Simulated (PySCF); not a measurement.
carbonyl sulfide (COS), SMILES O=C=S. Coordinates come from a B3LYP-D3(BJ)/def2-TZVP optimisation.

All values below come from PySCF 2.14.0 with B3LYP-D3(BJ)/def2-TZVP.

Harmonic wavenumbers (cm⁻¹): 530, 530, 880, 2115. Rotational constants (GHz): 6.091 (linear); symmetry number 1.

Q: Work out the zero-point energy and the ideal-gas rigid-rotor harmonic-oscillator thermochemistry at 298.15 K and 1 atm.

A: ZPE = ½ Σ hcν = ½ × 4056 cm⁻¹ = 24.26 kJ/mol. H − E(el) = 34.15 kJ/mol. Entropy in J/(mol K): translation 159.82, rotation 65.91, vibration 5.54, total 231.28. G − E(el) = -34.80 kJ/mol. Cp = 41.24 J/(mol K).
